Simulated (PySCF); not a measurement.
Simulated outer-valence photoelectron spectrum of `FC(F)(F)C=S`. Theory: EOM-IP-CCSD/aug-cc-pVDZ in PySCF, restricted Hartree–Fock reference, 10 core orbitals frozen, non-relativistic, gas phase, PBE0-D3(BJ)/def2-SVP geometry.

Each root has a Gaussian of 0.8 eV full width with its one-hole share as area; cross sections and vibrations are left out, and the highest printed point is 100.

```json
{"ionisation energy (eV)": "8.8", "intensity": "0"}
{"ionisation energy (eV)": "9.0", "intensity": "2"}
{"ionisation energy (eV)": "9.2", "intensity": "8"}
{"ionisation energy (eV)": "9.4", "intensity": "20"}
{"ionisation energy (eV)": "9.6", "intensity": "37"}
{"ionisation energy (eV)": "9.8", "intensity": "47"}
{"ionisation energy (eV)": "10.0", "intensity": "43"}
{"ionisation energy (eV)": "10.2", "intensity": "27"}
{"ionisation energy (eV)": "10.4", "intensity": "12"}
{"ionisation energy (eV)": "10.6", "intensity": "4"}
{"ionisation energy (eV)": "10.8", "intensity": "1"}
{"ionisation energy (eV)": "11.0", "intensity": "0"}
{"ionisation energy (eV)": "11.2", "intensity": "0"}
{"ionisation energy (eV)": "11.4", "intensity": "0"}
{"ionisation energy (eV)": "11.6", "intensity": "2"}
{"ionisation energy (eV)": "11.8", "intensity": "7"}
{"ionisation energy (eV)": "12.0", "intensity": "18"}
{"ionisation energy (eV)": "12.2", "intensity": "34"}
{"ionisation energy (eV)": "12.4", "intensity": "47"}
{"ionisation energy (eV)": "12.6", "intensity": "45"}
{"ionisation energy (eV)": "12.8", "intensity": "30"}
{"ionisation energy (eV)": "13.0", "intensity": "15"}
{"ionisation energy (eV)": "13.2", "intensity": "6"}
{"ionisation energy (eV)": "13.4", "intensity": "5"}
{"ionisation energy (eV)": "13.6", "intensity": "13"}
{"ionisation energy (eV)": "13.8", "intensity": "27"}
{"ionisation energy (eV)": "14.0", "intensity": "43"}
{"ionisation energy (eV)": "14.2", "intensity": "50"}
{"ionisation energy (eV)": "14.4", "intensity": "47"}
{"ionisation energy (eV)": "14.6", "intensity": "48"}
{"ionisation energy (eV)": "14.8", "intensity": "63"}
{"ionisation energy (eV)": "15.0", "intensity": "83"}
{"ionisation energy (eV)": "15.2", "intensity": "93"}
{"ionisation energy (eV)": "15.4", "intensity": "90"}
{"ionisation energy (eV)": "15.6", "intensity": "90"}
{"ionisation energy (eV)": "15.8", "intensity": "98"}
{"ionisation energy (eV)": "16.0", "intensity": "100"}
{"ionisation energy (eV)": "16.2", "intensity": "81"}
{"ionisation energy (eV)": "16.4", "intensity": "54"}
{"ionisation energy (eV)": "16.6", "intensity": "38"}
{"ionisation energy (eV)": "16.8", "intensity": "41"}
{"ionisation energy (eV)": "17.0", "intensity": "47"}
{"ionisation energy (eV)": "17.2", "intensity": "43"}
{"ionisation energy (eV)": "17.4", "intensity": "28"}
{"ionisation energy (eV)": "17.6", "intensity": "13"}
{"ionisation energy (eV)": "17.8", "intensity": "4"}
{"ionisation energy (eV)": "18.0", "intensity": "1"}
{"ionisation energy (eV)": "18.2", "intensity": "0"}
```

**Question.** Where are the maxima, and how many lines lie under the curve?

**Answer.** 6 maxima, at 9.8, 12.5, 14.2, 15.2, 15.9 and 17.0 eV, from 8 lines. At this width some lines have no maximum of their own.

**Question.** List the lines with their holes.

**Answer.** 
```json
{"E (eV)": "9.84", "leading hole (HF orbital)": "HOMO", "area": "0.95", "Koopmans (eV)": "10.45"}
{"E (eV)": "12.48", "leading hole (HF orbital)": "HOMO-1", "area": "0.96", "Koopmans (eV)": "12.28"}
{"E (eV)": "14.16", "leading hole (HF orbital)": "HOMO-2", "area": "0.95", "Koopmans (eV)": "15.47"}
{"E (eV)": "15.02", "leading hole (HF orbital)": "HOMO-3", "area": "0.94", "Koopmans (eV)": "16.98"}
{"E (eV)": "15.28", "leading hole (HF orbital)": "HOMO-4", "area": "0.95", "Koopmans (eV)": "18.13"}
{"E (eV)": "15.97", "leading hole (HF orbital)": "HOMO-5", "area": "0.95", "Koopmans (eV)": "18.57"}
{"E (eV)": "16.02", "leading hole (HF orbital)": "HOMO-6", "area": "0.94", "Koopmans (eV)": "18.60"}
{"E (eV)": "17.06", "leading hole (HF orbital)": "HOMO-7", "area": "0.94", "Koopmans (eV)": "19.76"}
```

The widest gap, 2.64 eV, lies between 9.84 and 12.48 eV. Only orbitals with −ε under 21 eV, eight at most, were ionised, so the high end of the curve may lack lines.

The values belong to the conformer `[F:1][C:2]([F:3])([F:4])[CH:5]=[S:6]`: F1–C2–C5–S6 -120°.
